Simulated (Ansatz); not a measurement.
**AlH+ (doublet): from Hartree-Fock to the top rungs at distance Al1–H2 = 1.619 Å, cc-pVQZ**

Aim: climb from Hartree-Fock through coupled cluster and multireference methods for AlH+ (doublet) at one geometry and basis, and see what each rung misses.

The runs use Ansatz 0.2.0, Gaussian basis; cc-pVQZ, core rule «outside noble gas», up to 5 orbitals frozen.

To be run: UHF; CCSD(T) on ROHF; CCSD(T) on UHF; BCCD(T) on ROHF; CCSDT on ROHF; CCSDT on UHF; CASSCF and MRCISD+Q, 3 electrons in 5 orbitals; CASSCF and NEVPT2, 3 electrons in 5 orbitals; Full CI.

27 further runs of the same task are left out: 4 for a known fault of the program, 17 that didn't finish, 6 set aside as unsound or not needed.

### 1 What is computed

The geometry derives from a PBE0/def2-TZVP stationary point (not a proven minimum). One bond is set to the value named and the two fragments are kept rigid.

2 atoms, charge 1, spin multiplicity 2.

Atoms are counted from 1 here; the program's logs count them from 0.

Bond lengths: Al1–H2 1.619 Å.

### 2 UHF

in.yaml reads:

```yaml
crystal:
  periodic: [false, false, false]
  atoms:
    - {symbol: Al, position_ang: [0.000000, 0.000000, 0.000000]}
    - {symbol: H, position_ang: [0.000000, 0.000000, 1.619000]}
basis:
  gaussian: {orbitals: cc-pVQZ}
total_charge: 1
magnetization: {spin_polarized: true, initial_magnetization: 1}
hamiltonian: {xc: hf}
output: {orbitals: {seedname: orbitals}}
```

Started as:

```bash
> ansatz run in.yaml --threads 1 --pin off --events-out ev --progress --plain --max-ram 2393MiB
```

After this run come: CCSD(T) on ROHF; CCSD(T) on UHF; BCCD(T) on ROHF; CCSDT on ROHF; CCSDT on UHF; CASSCF and MRCISD+Q, 3 electrons in 5 orbitals; CASSCF and NEVPT2, 3 electrons in 5 orbitals; Full CI.

Before running them: what should the planned runs give, taken together? Wanted: FCI below the RHF energy; RMP2 from FCI; UMP2 from FCI; RCCSD from FCI; RCCSD(T) from FCI; UCCSD(T) from FCI; NEVPT2 valence from FCI; MRCISD+Q valence from FCI; T1 diagnostic.

The runs gave:

```
                         quantity                                                                                        value
         FCI below the RHF energy                                                                                   -1.4309 eV
                    RMP2 from FCI                                                                                   +374.6 meV
                    UMP2 from FCI                                                                                   +348.9 meV
                   RCCSD from FCI                                                                                    +31.4 meV
                RCCSD(T) from FCI                                                                                     +7.4 meV
                UCCSD(T) from FCI                                                                                     +5.3 meV
          NEVPT2 valence from FCI                                                                                   +156.1 meV
        MRCISD+Q valence from FCI                                                                                     +3.3 meV
levels within 1 kcal/mol (43 meV)  RCCSD, UCCSD, RCCSD(T), UCCSD(T), BCCD(T), RCCSDT, UCCSDT, MRCISD valence, MRCISD+Q valence
                    T1 diagnostic                                                                                        0.049
   effectively unpaired electrons                                                                                         1.02
```

**Reading.** RCCSD(T) lands +7.4 meV from the yardstick (0.5 % of the correlation energy). The occupations are near whole numbers, but T1 = 0.049 shows that the orbitals relax strongly. Of the multireference levels listed MRCISD+Q valence comes nearest in total energy (+3.3 meV), which doesn't show that its space is the better one. These misses are within one basis, not against nature; the frozen cores of restricted and unrestricted runs differ, which can shift their rows.
